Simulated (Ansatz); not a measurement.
The input, for Ansatz 0.2.0:

```yaml
crystal:
  periodic: [false, false, false]
  atoms:
    - {symbol: Al, position_ang: [0.000000, 0.220085, 1.672638]}
    - {symbol: Ge, position_ang: [0.000000, 0.135431, -0.775698]}
    - {symbol: B, position_ang: [0.000000, -1.571913, 0.393335]}
    - {symbol: H, position_ang: [0.000000, 1.208371, 6.909195]}
basis:
  gaussian: {orbitals: cc-pVDZ}
magnetization: {spin_polarized: false, initial_magnetization: 3}
correlation: {method: sc_nevpt2, electrons: outside_noble_gas, active_space: {window: {electrons: 5, orbitals: 5}}}
```

```sh
$ ansatz run in.yaml --threads 1 --pin off --events-out ev --progress --plain --max-ram 2393MiB
```

The program prints:

```
686 factors; integrals over basis functions are off by at most 7.6e-4 eV
mean field evaluation 1: about -63729.6466 eV, gradient 1.3e1 eV
mean field evaluation 2: about -63729.6766 eV, gradient 1.3e1 eV
mean field evaluation 4: about -63735.9503 eV, gradient 8.8e0 eV
mean field evaluation 8: about -63736.8072 eV, gradient 1.5e0 eV
mean field evaluation 16: about -63736.8464 eV, gradient 9.6e-5 eV
mean field evaluation 32: about -63736.4962 eV, gradient 7.9e-1 eV
mean field evaluation 64: about -63736.7184 eV, gradient 9.9e-1 eV
mean field evaluation 96: about -63736.8460 eV, gradient 8.2e-2 eV
mean field evaluation 128: about -63731.7031 eV, gradient 8.5e0 eV
mean field evaluation 160: about -63733.2010 eV, gradient 4.6e0 eV
mean field evaluation 192: about -63736.6905 eV, gradient 3.1e0 eV
mean field evaluation 224: about -63736.8464 eV, gradient 3.1e-5 eV
mean field -63736.84635841 eV, -2342.2859012855 hartree, gradient 4.2e-6 eV, S^2 3.750000; 12 other end points of the search recorded, 0 dependent functions left out
reference -63736.84635841 eV, -2342.2859012855 hartree; 27, 24 occupied and 37, 40 virtual orbitals, 686 factors
state -63737.38688331 eV, -2342.3057652090 hartree
state -63737.38688331 eV, -2342.3057652090 hartree; corrected -63742.57356052 eV, -2342.4963720808 hartree
Total energy: -63742.57356052 eV, -2342.4963720808 hartree
```

Ran on 1 thread of Intel Xeon 6975P-C, shared host: 12 s wall, 0.32 GiB peak host memory.
